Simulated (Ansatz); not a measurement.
Frontier orbitals of C2H7NS, SMILES `NCCS`.

Cartesian coordinates in Å:
```
N 0.415 1.479 0.096
C 0.578 0.091 0.477
C 0.082 -0.823 -0.624
S -1.689 -0.649 -0.978
H -0.566 1.666 -0.080
H 0.717 2.097 0.837
H 1.646 -0.106 0.625
H 0.071 -0.183 1.417
H 0.575 -0.567 -1.564
H 0.302 -1.867 -0.398
H -2.131 -1.138 0.192
```

Total charge 0; spin multiplicity 1. The geometry is a stationary point of PBE0-D4/def2-TZVP. It is one conformer, not always the lowest. Basis def2-TZVPP, Ansatz 0.2.0.

| functional | HOMO (eV) | LUMO (eV) |
| --- | --- | --- |
| HF | -9.75 | 3.44 |

(1) Give HOMO and LUMO (eV) with LDA (SPW92), PBE, revPBE, BLYP, r2SCAN, B97M-V, PBE0, B3LYP, r2SCANh, r2SCAN0, HSE06 (plane-wave form), BHLYP, CAM-B3LYP, LC-ωPBE, ωB97X-V, ωB97M-V. (Best estimate.)

Answers

(1) Ansatz gave: 
```json
{"functional": "LDA (SPW92)", "HOMO": "-5.49", "LUMO": "-0.59"}
{"functional": "PBE", "HOMO": "-5.38", "LUMO": "-0.41"}
{"functional": "revPBE", "HOMO": "-5.33", "LUMO": "-0.33"}
{"functional": "BLYP", "HOMO": "-5.27", "LUMO": "-0.35"}
{"functional": "r2SCAN", "HOMO": "-5.68", "LUMO": "-0.02"}
{"functional": "B97M-V", "HOMO": "-5.82", "LUMO": "-0.20"}
{"functional": "PBE0", "HOMO": "-6.77", "LUMO": "0.52"}
{"functional": "B3LYP", "HOMO": "-6.54", "LUMO": "0.22"}
{"functional": "r2SCANh", "HOMO": "-6.20", "LUMO": "0.32"}
{"functional": "r2SCAN0", "HOMO": "-6.96", "LUMO": "0.80"}
{"functional": "HSE06 (plane-wave form)", "HOMO": "-6.37", "LUMO": "0.14"}
{"functional": "BHLYP", "HOMO": "-7.97", "LUMO": "1.33"}
{"functional": "CAM-B3LYP", "HOMO": "-8.17", "LUMO": "1.46"}
{"functional": "LC-ωPBE", "HOMO": "-9.57", "LUMO": "2.74"}
{"functional": "ωB97X-V", "HOMO": "-9.21", "LUMO": "2.55"}
{"functional": "ωB97M-V", "HOMO": "-9.07", "LUMO": "2.23"}
```

B3LYP here is the variant with VWN-RPA as its local correlation; programs differ in this. LC-ωPBE has ω = 0.4 bohr⁻¹. Positive LUMOs are unbound and depend on the basis.
